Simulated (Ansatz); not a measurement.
## How far each method lies from full CI for AsH⁺, doublet

Geometry: a point of a stretch scan, not a stationary point.

```xyz
2

As    0.0000    0.0000    0.0000
H     0.0000    0.0000    2.1350
```

Basis cc-pVTZ; Ansatz 0.2.0. Only valence electrons are correlated (noble-gas cores and the filled d shells of p-block atoms frozen), which leaves 5 electrons in 43 orbitals. Prefix R: restricted or restricted open-shell reference. Active spaces: pair = (3e, 3o) about the gap; valence = (5e, 5o) chosen from the atoms' valence shells. No spin–orbit coupling is included, and no scalar relativity.

Full CI is exact within this basis and frozen core; it isn't the basis-set limit.

For open shells CISD is restricted-active-space CI with the open shells as a complete middle space.

```
UHF ⟨S²⟩                          : 1.196
T1 diagnostic (RCCSD)             : 0.0291
largest doubles amplitude (RCCSD) : 0.210
```

From what is known of these methods and the diagnostics, rank them by the size of their error in total energy against full CI in cc-pVTZ, smallest first (an estimate: the text doesn't fix the numbers).
A. CISD
B. MRCISD (valence space)
C. CASSCF (pair space)
D. RCCSD
E. NEVPT2 (valence space)

B (2.01 kcal/mol), D (3.22 kcal/mol), A (5.90 kcal/mol), E (10.70 kcal/mol), C (54.34 kcal/mol).

All errors are against full CI in cc-pVTZ. Within each family the higher level lies nearer, as is usual though not guaranteed.

The full-CI state has the irrep B1 of C2v, in the program's axes (one component, if the state is degenerate).

Natural occupations of full CI about the gap: 1.936 1.837 0.987 0.137 0.040 0.012 0.011 0.009 0.008 0.005; effectively unpaired electrons, Σ n²(2−n)², 1.18.
